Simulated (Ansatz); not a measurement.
Process, species as SMILES: O=C (CH2-O) → [CH-]=O + H+
B3LYP-D3(BJ)/def2-TZVP geometries, fixed; electronic energies without zero-point terms.

Basis-set convergence of the deprotonation energy at PBE with Ansatz (an electronic-structure program). Cartesian d functions, on some or all atoms, in 6-31G*, 6-31+G*; all else is spherical. No added dispersion term, no relativity. Functions are those of the species that has most. Reference: the value in aug-pcseg-3, 396.37 kcal/mol, itself unsure by roughly 2.50 kcal/mol (its mean distance from aug-cc-pVQZ, def2-QZVPPD). Deviations are taken from unrounded values.

```tsv
basis	functions	deprotonation energy (kcal/mol)
6-31G*	34	422.36
6-31+G*	42	398.31
cc-pVDZ	38	417.22
aug-cc-pVDZ	64	395.84
def2-SVP	38	415.01
def2-SVPD	59	402.46
pcseg-1	38	410.51
aug-pcseg-1	64	395.38
6-311G**	48	413.77
6-311+G**	56	399.17
def2-TZVP	74	404.79
def2-TZVPD	95	400.71
cc-pVTZ	88	409.52
aug-cc-pVTZ	138	397.58
pcseg-2	88	402.97
aug-pcseg-2	138	396.93
def2-TZVPP	90	405.08
def2-TZVPPD	111	400.95
cc-pVQZ	170	405.60
aug-cc-pVQZ	252	397.48
def2-QZVPP	174	402.84
def2-QZVPPD	195	400.26
pcseg-3	186	400.23
aug-pcseg-3	268	396.37
```

What the diffuse functions change, pair by pair:
- 6-31G* to 6-31+G*: 8 more functions, deviation 25.98 to 1.94 kcal/mol
- cc-pVDZ to aug-cc-pVDZ: 26 more functions, deviation 20.85 to -0.54 kcal/mol
- def2-SVP to def2-SVPD: 21 more functions, deviation 18.63 to 6.08 kcal/mol
- pcseg-1 to aug-pcseg-1: 26 more functions, deviation 14.13 to -0.99 kcal/mol
- 6-311G** to 6-311+G**: 8 more functions, deviation 17.40 to 2.80 kcal/mol
- def2-TZVP to def2-TZVPD: 21 more functions, deviation 8.42 to 4.33 kcal/mol
- cc-pVTZ to aug-cc-pVTZ: 50 more functions, deviation 13.15 to 1.21 kcal/mol
- pcseg-2 to aug-pcseg-2: 50 more functions, deviation 6.60 to 0.55 kcal/mol
- def2-TZVPP to def2-TZVPPD: 21 more functions, deviation 8.71 to 4.58 kcal/mol
- cc-pVQZ to aug-cc-pVQZ: 82 more functions, deviation 9.23 to 1.10 kcal/mol
- def2-QZVPP to def2-QZVPPD: 21 more functions, deviation 6.47 to 3.89 kcal/mol
- pcseg-3 to aug-pcseg-3: 82 more functions, deviation 3.85 to 0.00 kcal/mol

Leaving out the reference's own pair, they bring the value nearer the reference by more than 2.50 kcal/mol in 11 of 11 pairs.
